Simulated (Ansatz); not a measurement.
# Cerium, fcc under PBE: testing the k-point mesh

A convergence test of the k-point mesh. The geometry was relaxed under PBE beforehand and stays fixed; 8 values are run, from 2×2×2 to 17×17×17. Wanted are the values from which on the energy stays within 10 and 1 meV/atom, and the pressure within 0.5 GPa, of the last run. Within the series other settings stay, but some runs also write fields, which adds to their time. Spin polarisation is left out.

Program: Ansatz 0.2.0. Level of theory: DFT PBE, plane waves with PAW, scalar-relativistic. These are calculated values, not measurements.

1 further run of the same task is left out (set aside as unsound or not needed).

## (1) The structure to begin with

It takes space group Fm-3m (No. 225, cubic). Conventional cell: a = 4.755 Å, b = 4.755 Å, c = 4.755 Å, α = 90.00°, β = 90.00°, γ = 90.00°. Around Ce (site symmetry m-3m) lie 12 Ce at 3.36 Å.

Coordinates:

```cif
data_structure
_symmetry_space_group_name_H-M 'Fm-3m'
_symmetry_Int_Tables_number 225
_cell_length_a 4.7549
_cell_length_b 4.7549
_cell_length_c 4.7549
_cell_angle_alpha 90.000
_cell_angle_beta 90.000
_cell_angle_gamma 90.000
_cell_volume 107.50
loop_
_atom_site_label
_atom_site_type_symbol
_atom_site_symmetry_multiplicity
_atom_site_Wyckoff_symbol
_atom_site_fract_x
_atom_site_fract_y
_atom_site_fract_z
_atom_site_occupancy
Ce1 Ce 4 a 0.00000 0.00000 0.00000 1
```

## (2) With a k-mesh of 2×2×2

The run at 2×2×2.

input.yaml

```yaml
crystal:
  lattice:
    - [0.0, 2.3774557595, 2.3774557595]
    - [2.3774557595, 0.0, 2.3774557595]
    - [2.3774557595, 2.3774557595, 0.0]
  atoms:
    - { symbol: Ce, position: [0.0, 0.0, 0.0] }
hamiltonian:
  xc: pbe
  pseudopotentials:
    kind: paw
    azcp:
      Ce: "pseudopotentials/Ce.paw.azcp"
basis:
  ecutwfc: 420
  fft_grid_basis: typed
kpoints:
  mp_grid: { grid: [2, 2, 2], shift: [0, 0, 0] }
magnetization:
  spin_polarized: false
scf:
  occupations: { method: fermi_dirac, width: 0.1 }
  lower_state_search: "off"
output:
  stress: true
```

Started as:

```bash
ansatz run input.yaml --threads 1 --pin off --max-ram 3584MiB --backend cpu --events-out ev --progress --plain --runs-dir out
```

## (3) With a k-mesh of 3×3×3

The run at 3×3×3.

input.yaml: that of step 2 with these lines changed.

```diff
@@ -17,3 +17,3 @@
 kpoints:
-  mp_grid: { grid: [2, 2, 2], shift: [0, 0, 0] }
+  mp_grid: { grid: [3, 3, 3], shift: [0, 0, 0] }
 magnetization:
@@ -25 +25,5 @@
   stress: true
+  write_density: true
+  write_potential: true
+  elf: true
+  volumetric_format: npy
```

## (4) With a k-mesh of 4×4×4

The run at 4×4×4.

input.yaml: that of step 3 with these lines changed.

```diff
@@ -17,3 +17,3 @@
 kpoints:
-  mp_grid: { grid: [3, 3, 3], shift: [0, 0, 0] }
+  mp_grid: { grid: [4, 4, 4], shift: [0, 0, 0] }
 magnetization:
```

## (5) With a k-mesh of 6×6×6

The run at 6×6×6.

input.yaml: that of step 4 with these lines changed.

```diff
@@ -17,3 +17,3 @@
 kpoints:
-  mp_grid: { grid: [4, 4, 4], shift: [0, 0, 0] }
+  mp_grid: { grid: [6, 6, 6], shift: [0, 0, 0] }
 magnetization:
@@ -25,5 +25 @@
   stress: true
-  write_density: true
-  write_potential: true
-  elf: true
-  volumetric_format: npy
```

## (6) With a k-mesh of 7×7×7

The run at 7×7×7.

input.yaml: that of step 5 with these lines changed.

```diff
@@ -17,3 +17,3 @@
 kpoints:
-  mp_grid: { grid: [6, 6, 6], shift: [0, 0, 0] }
+  mp_grid: { grid: [7, 7, 7], shift: [0, 0, 0] }
 magnetization:
```

## (7) With a k-mesh of 9×9×9

The run at 9×9×9.

input.yaml: that of step 6 with these lines changed.

```diff
@@ -17,3 +17,3 @@
 kpoints:
-  mp_grid: { grid: [7, 7, 7], shift: [0, 0, 0] }
+  mp_grid: { grid: [9, 9, 9], shift: [0, 0, 0] }
 magnetization:
@@ -25 +25,5 @@
   stress: true
+  write_density: true
+  write_potential: true
+  elf: true
+  volumetric_format: npy
```

## (8) With a k-mesh of 12×12×12

The run at 12×12×12.

input.yaml: that of step 7 with these lines changed.

```diff
@@ -17,3 +17,3 @@
 kpoints:
-  mp_grid: { grid: [9, 9, 9], shift: [0, 0, 0] }
+  mp_grid: { grid: [12, 12, 12], shift: [0, 0, 0] }
 magnetization:
@@ -25,5 +25 @@
   stress: true
-  write_density: true
-  write_potential: true
-  elf: true
-  volumetric_format: npy
```

## (9) With a k-mesh of 17×17×17

The run at 17×17×17.

input.yaml: that of step 8 with these lines changed.

```diff
@@ -17,3 +17,3 @@
 kpoints:
-  mp_grid: { grid: [12, 12, 12], shift: [0, 0, 0] }
+  mp_grid: { grid: [17, 17, 17], shift: [0, 0, 0] }
 magnetization:
```

(Steps that only read results are left out.)

**Question.** What will these runs give? Wanted: pressure at 17×17×17.

As calculated:

| quantity | value |
| --- | --- |
| E(σ → 0) stays within 10 meV/atom of 17×17×17 | from 7×7×7 on |
| E(σ → 0) stays within 1 meV/atom | not reached before 17×17×17 |
| pressure stays within 0.5 GPa | from 4×4×4 on |
| pressure at 17×17×17 | -0.08 GPa |
| CPU time, dearest over cheapest | 6.6 |

In words: At 2×2×2 the energy differs by -2354 meV/atom and the pressure by -10.3 GPa. The error changes sign along the series: k-point sums are not variational. The energy has not settled to 1 meV/atom before the last mesh. A Fermi surface needs many points. The last mesh is only the yardstick of this series and isn't shown to be converged. The cell taken over is 22 % smaller than the measured one (34.37 Å³/atom, COD), which weighs on all values here. The f occupation was not searched in full, so a lower state may exist.
